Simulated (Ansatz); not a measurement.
Saddle point of CH7ClSi, closed shell (CH₆Si ([CH3][SiH3]) + HCl → CH₅ClSi ([CH3][SiH2][Cl]) + H₂; bonds formed: Si1–Cl7, H2–H6; bonds broken: Si1–H2, H6–Cl7), PBE0-D4/def2-TZVP structure:

Si1  (-0.559, -0.108, -0.411)
H2  (0.329, -1.218, -1.374)
H3  (-1.405, -1.339, -0.269)
H4  (-1.394, 0.832, -1.180)
C5  (0.097, 0.250, 1.283)
H6  (0.828, -0.494, -1.509)
Cl7  (1.396, 1.158, -1.412)
H8  (0.970, -0.378, 1.475)
H9  (-0.668, 0.007, 2.026)
H10  (0.406, 1.290, 1.371)
(Å)

Energies are electronic, without zero-point energy. Barriers and step energies count from the start structure reached by relaxing down the imaginary mode; all methods use the PBE0-D4 structures, on which another method's saddle can fall below an end. Computed with Ansatz 0.2.0 (basis: def2-TZVPP, with def2-QZVPP for the basis limit); correlated methods freeze the cores. B3LYP uses VWN-RPA correlation. Extrapolation: Hartree–Fock as exp(−7.88 √X), correlation as X^−2.97.

| method | barrier (kJ/mol) | step energy (kJ/mol) |
| --- | --- | --- |
| SPW92 | 101.1 | -64.5 |
| PBE-D4 | 122.9 | -72.8 |
| BLYP-D4 | 138.2 | -73.4 |
| r2SCAN-D4 | ? | -79.3 |
| B97M-V | 147.4 | -74.1 |
| PBE0-D4 | 136.3 | -73.9 |
| B3LYP-D4 | 148.0 | -73.7 |
| r2SCAN0-D4 | 140.4 | -78.7 |
| BHLYP-D4 | ? | -75.2 |
| CAM-B3LYP-D4 | 156.6 | -71.2 |
| wB97X-V | 155.2 | -75.7 |
| wB97M-V | 149.0 | -77.7 |
| B2PLYP | 156.4 | -74.4 |
| PBE-QIDH | 149.0 | -77.0 |
| RPA on PBE | ? | -68.3 |
| HF | 206.7 | -73.1 |
| MP2 | 155.2 | -80.7 |
| CCSD | 173.4 | -69.7 |
| CCSD(T) | 164.6 | -71.4 |

Question: Fill in the withheld barriers. (Judge from chemistry; the value comes from the calculation.)

Answer: By the calculation: RPA on PBE 169.2; r2SCAN-D4 130.9; BHLYP-D4 163.1 kJ/mol. Each is the energy of the saddle less that of the start structure, by the same method.

For comparison, the barrier by CCSD(T) at an estimated basis limit (MP2 extrapolated from triple and quadruple zeta, plus CCSD(T) − MP2 in triple zeta) is 152.5 kJ/mol.

T1 diagnostic: at most 0.011.

Labels in which every atom is bracketed show which atoms are joined, not bond orders.

For scale, one of the runs: CCSD(T)/def2-TZVPP, 213 basis functions, launched by `ansatz run in.yaml --threads 4 --pin off --events-out ev --progress --plain --max-ram 9574MiB`. The run took 33 s on 4 CPU threads of an Arm Neoverse V1 (shared host), with 2.8 GiB of host memory at its peak.
